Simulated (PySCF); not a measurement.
Bonds broken one at a time in the series C F-Cl. All species are isolated molecules in the gas phase. Strings in code marks are SMILES.

Level of theory: PySCF with PBE-D3(BJ)/def2-TZVP // PBE0-D3(BJ)/def2-TZVP. 

```json
[
 {"species": "whole molecule (`FC(F)(F)F`)", "dipole moment (D)": "___"},
 {"species": "whole molecule (`FC(F)(F)Cl`)", "dipole moment (D)": "0.25"},
 {"species": "radical fragment (`F[C](Cl)Cl`)", "dipole moment (D)": "0.38"},
 {"species": "whole molecule (`FC(Cl)(Cl)Cl`)", "dipole moment (D)": "0.29"},
 {"species": "radical fragment (`Cl[C](Cl)Cl`)", "dipole moment (D)": "0.20"},
 {"species": "whole molecule (`ClC(Cl)(Cl)Cl`)", "dipole moment (D)": "0.00"}
]
```

**Question.** Fill in the missing entries.

**Answer.** 
- whole molecule (`FC(F)(F)F`), dipole moment (D): 0.00
